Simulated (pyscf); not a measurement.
Single points on ωB97X-D3(BJ)/def2-SVP structures (PySCF, gas phase).

### Question
Estimate the classical barrier height and the reaction energy of •O–Si(F)(F)–F + water (H₂O) → •O–Si(OH)(F)–F + hydrogen fluoride (HF) at ωB97M-D3(BJ)/def2-TZVP. The step runs on the doublet surface, breaks F–Si, H–O and forms O–Si, F–H; take the separated reactants as zero.

### Answer
ΔE‡ = 20.9 kcal/mol, ΔE = +6.2 kcal/mol. Zero-point energy shifts the barrier by +0.3 kcal/mol. It is a four-centre exchange, with an imaginary mode of 837i cm⁻¹. On the reactant side the descent ends in a bound adduct, 11.1 kcal/mol under the separated species and 31.9 kcal/mol under the saddle at ωB97X-D3(BJ)/def2-TZVP. This is the saddle that the search found; another between the same sides may lie lower.
